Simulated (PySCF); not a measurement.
Input file for PySCF: D3(BJ) and D4 dispersion corrections on H2 (SMILES [H][H]).

```python
from pyscf import gto
from pyscf.dispersion import dftd3, dftd4

mol = gto.M(
    atom='''
    H     0.00000000    0.00000000    0.00000000
    H     0.74187646    0.00000000    0.00000000
    ''',
    basis='def2-svp',
    charge=0, spin=0, verbose=0, max_memory=1800)
d3, d4 = {}, {}
for xc in ['hf', 'pbe', 'blyp', 'revpbe', 'tpss', 'r2scan', 'b3lyp', 'pbe0', 'bhlyp', 'camb3lyp', 'b2plyp']:
    d3[xc] = float(dftd3.DFTD3Dispersion(mol, xc=xc, version='d3bj', atm=False).get_dispersion()['energy'])
    print(f'D3(BJ) {xc:10s} {d3[xc]:14.8f} Eh')
for xc in ['hf', 'pbe', 'blyp', 'revpbe', 'tpss', 'r2scan', 'b3lyp', 'pbe0', 'bhlyp', 'camb3lyp', 'b2plyp']:
    d4[xc] = float(dftd4.DFTD4Dispersion(mol, xc={'camb3lyp': 'cam-b3lyp'}.get(xc, xc), atm=True).get_dispersion()['energy'])
    print(f'D4     {xc:10s} {d4[xc]:14.8f} Eh')
```

Program output:

```
D3(BJ) hf            -0.00117241 Eh
D3(BJ) pbe           -0.00009163 Eh
D3(BJ) blyp          -0.00017696 Eh
D3(BJ) revpbe        -0.00027697 Eh
D3(BJ) tpss          -0.00010497 Eh
D3(BJ) r2scan        -0.00002152 Eh
D3(BJ) b3lyp         -0.00014065 Eh
D3(BJ) pbe0          -0.00006886 Eh
D3(BJ) bhlyp         -0.00009770 Eh
D3(BJ) camb3lyp      -0.00005076 Eh
D3(BJ) b2plyp        -0.00005577 Eh
D4     hf            -0.00039004 Eh
D4     pbe           -0.00007414 Eh
D4     blyp          -0.00017985 Eh
D4     revpbe        -0.00039460 Eh
D4     tpss          -0.00010099 Eh
D4     r2scan        -0.00001841 Eh
D4     b3lyp         -0.00011571 Eh
D4     pbe0          -0.00005899 Eh
D4     bhlyp         -0.00006402 Eh
D4     camb3lyp      -0.00005557 Eh
D4     b2plyp        -0.00005060 Eh
```

The run finished.

Cost: very roughly 0.03 core-seconds.
